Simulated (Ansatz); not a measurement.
in.yaml

```yaml
crystal:
  periodic: [false, false, false]
  atoms:
    - {symbol: B, position_ang: [0.000000, 0.060948, 0.814354]}
    - {symbol: C, position_ang: [0.000000, -0.144429, -0.553265]}
    - {symbol: H, position_ang: [0.000000, 1.067310, -2.141879]}
basis:
  gaussian: {orbitals: cc-pVDZ}
correlation: {method: fic_mrcisd_q, electrons: outside_noble_gas, active_space: {window: {electrons: 8, orbitals: 9}, shells: [{species: B, l: s, shell: 2}, {species: B, l: p, shell: 2}, {species: C, l: s, shell: 2}, {species: C, l: p, shell: 2}, {species: H, l: s, shell: 1}]}}
```

```sh
$ ansatz run in.yaml --threads 1 --pin off --events-out ev --progress --plain --max-ram 2393MiB
```

Q: Roughly how long does this take on 1 thread of Intel Xeon 6975P-C, shared host, and how much host memory?

A: 4.1 s wall and 0.34 GiB.

```
590 factors; integrals over basis functions are off by at most 1.8e-7 eV
mean field evaluation 1: about -1704.1459 eV, gradient 2.0e1 eV
mean field evaluation 2: about -1704.1481 eV, gradient 2.0e1 eV
mean field evaluation 4: about -1705.8274 eV, gradient 2.9e0 eV
mean field evaluation 8: about -1706.1413 eV, gradient 5.7e-1 eV
mean field evaluation 16: about -1706.1615 eV, gradient 2.3e-6 eV
mean field evaluation 32: about -1706.0033 eV, gradient 4.8e0 eV
mean field evaluation 64: about -1706.1411 eV, gradient 1.3e0 eV
mean field evaluation 96: about -1706.1187 eV, gradient 2.4e-2 eV
mean field -1706.21454744 eV, -62.7022281048 hartree, gradient 1.8e-6 eV, S^2 0.000000; 10 other end points of the search recorded, 0 dependent functions left out; unrestricted orbitals would lower it
reference -1706.21454744 eV, -62.7022281048 hartree; 6, 6 occupied and 27, 27 virtual orbitals, 590 factors
state -1712.10074473 eV, -62.9185418652 hartree
contracted CI cycle   1: correlation 0.00000000 eV, 0.0000000000 hartree, residual 1.20e1 eV
contracted CI cycle   2: correlation -2.23519384 eV, -0.0821418587 hartree, residual 2.25e0 eV
contracted CI cycle   3: correlation -2.30694574 eV, -0.0847786922 hartree, residual 4.39e-1 eV
contracted CI cycle   4: correlation -2.30990139 eV, -0.0848873105 hartree, residual 1.07e-1 eV
contracted CI cycle   5: correlation -2.31006681 eV, -0.0848933895 hartree, residual 2.85e-2 eV
contracted CI cycle   6: correlation -2.31007835 eV, -0.0848938136 hartree, residual 6.97e-3 eV
contracted CI cycle   7: correlation -2.31007906 eV, -0.0848938395 hartree, residual 1.78e-3 eV
contracted CI cycle   8: correlation -2.31007910 eV, -0.0848938413 hartree, residual 4.70e-4 eV
state -1712.10074473 eV, -62.9185418652 hartree; corrected -1714.50832296 eV, -63.0070187332 hartree
Total energy: -1714.50832296 eV, -63.0070187332 hartree
Checks for a lower state left out: starts, orbital_swaps
```

Natural occupations: 1.9767 1.8906 1.7372 1.5076 0.4646 0.2720 0.1114 0.0260 0.0140.
